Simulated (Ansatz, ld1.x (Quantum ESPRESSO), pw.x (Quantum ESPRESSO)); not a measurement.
# Zr (Z = 40): does the RRKJ potential hold in the solid?

- Element: Zr (Z = 40)
- Generator: ld1.x (Quantum ESPRESSO) 7.5
- Type: norm-conserving RRKJ (Kleinman–Bylander form)
- Functional: LDA (PW92)
- Relativity: scalar-relativistic
- Frozen core: [Kr]
- Valence charge: 4
- Reference configuration: 4d2 5s2 5p0
- Partial waves: 5p (bound, empty): rc 3.55 bohr; 4d (bound): rc 2.45 bohr; 5s (bound): rc 2.85 bohr
- Local potential: the s channel
- Core correction: Bessel-smoothed model core inside 1.10 bohr
- rho0: 0.02

Crystal test: sc Zr in pw.x 7.5, no spin, 12³ k-points, Fermi–Dirac smearing 0.01 Ry, cutoffs 50/200 Ry. The reference is all-electron LAPW (Ansatz 0.2.0) with the same functional, mesh and smearing; V0 and B0 come from Birch–Murnaghan fits to the pressures at five volumes. Errors are pseudo minus all-electron; Δ is the rms difference of the E(V) curves that follow from these fits, minima aligned, over ±6 % about the mean V0. Mesh and smearing are coarse, so the numbers serve the comparison and aren't converged zero-temperature values; the lattice is a test structure that the element need not adopt.

```tsv
V (Å³/atom)	P all-electron (GPa)	P pseudo (GPa)
21.818	3.91	9.54
22.392	1.66	6.91
22.966	-0.34	4.55
23.540	-2.13	2.42
24.114	-3.72	0.50
```

All-electron: a0 = 2.838 Å (V0 = 22.86 Å³/atom), B0 = 76.9 GPa.

Pseudopotential: mean pressure error (GPa): +4.91. The pressure does not cross zero within the volumes sampled, so no fit is given. The largest radius (3.55 bohr) exceeds half the bond length (2.69 bohr), so the spheres overlap, which is one possible source of error among others. This is a poor potential for the solid.

Q: At the middle volume, how do free energy and pressure move when the wave cutoff is lowered (ecutrho kept at four times it)?

A:

```
cutoff (Ry)  shift of F (meV/atom)  shift of P (GPa)
         22                  +79.9             -4.25
         30                   +0.8             -0.01
         40                   +0.1             +0.00
```

Input at the middle volume:

```
&control
  calculation='scf', prefix='x', pseudo_dir='./', outdir='./tmp', tstress=.true., disk_io='none'
/
&system
  ibrav=0, nat=1, ntyp=1, ecutwfc=50, ecutrho=200, nbnd=9,
  occupations='smearing', smearing='fd', degauss=0.01
/
&electrons
  conv_thr=1e-09, mixing_beta=0.4, electron_maxstep=70
/
ATOMIC_SPECIES
Zr 1.0 Zr.UPF
CELL_PARAMETERS angstrom
  2.84246496 0.00000000 0.00000000
  0.00000000 2.84246496 0.00000000
  0.00000000 0.00000000 2.84246496
ATOMIC_POSITIONS crystal
Zr 0.0000 0.0000 0.0000
K_POINTS automatic
12 12 12 0 0 0
```

```bash
pw.x < Zr.scf.in > Zr.scf.out
```

Lines of the output:

```
Message from routine setup:
     using ibrav=0 with symmetry is DISCOURAGED, use correct ibrav instead
     lattice parameter (alat)  =       5.3715  a.u.
     unit-cell volume          =     154.9822 (a.u.)^3
     number of electrons       =         4.00
     number of Kohn-Sham states=            9
     kinetic-energy cutoff     =      50.0000  Ry
     charge density cutoff     =     200.0000  Ry
     scf convergence threshold =      1.0E-09
     Exchange-correlation= PW
     number of k points=    84  Fermi-Dirac smearing, width (Ry)=  0.0100
     iteration #  1     ecut=    50.00 Ry     beta= 0.40
     total energy              =     -21.53354967 Ry
     estimated scf accuracy    <       0.00240142 Ry
     iteration #  2     ecut=    50.00 Ry     beta= 0.40
     total energy              =     -21.53346519 Ry
     estimated scf accuracy    <       0.00081144 Ry
     iteration #  3     ecut=    50.00 Ry     beta= 0.40
     total energy              =     -21.53347376 Ry
     estimated scf accuracy    <       0.00000367 Ry
     iteration #  4     ecut=    50.00 Ry     beta= 0.40
     total energy              =     -21.53347424 Ry
     estimated scf accuracy    <       0.00000006 Ry
     iteration #  5     ecut=    50.00 Ry     beta= 0.40
     the Fermi energy is     7.9203 ev
!    total energy              =     -21.53347424 Ry
     estimated scf accuracy    <          8.1E-10 Ry
     smearing contrib. (-TS)   =      -0.00802341 Ry
     The total energy is F=E-TS. E is the sum of the following terms:
     one-electron contribution =       5.42212492 Ry
     hartree contribution      =       0.08495861 Ry
     xc contribution           =     -18.58109127 Ry
     ewald contribution        =      -8.45144309 Ry
     convergence has been achieved in   5 iterations
          total   stress  (Ry/bohr**3)                   (kbar)     P=       45.46
     Message from routine punch:
     Nothing written, as per user request (disk_io='none')
```

The run at the middle volume (84 k-points, 5 iterations) took about 4.4 s on one core of a shared host (Neoverse-V1, 32 threads, 247 GiB, load 26).
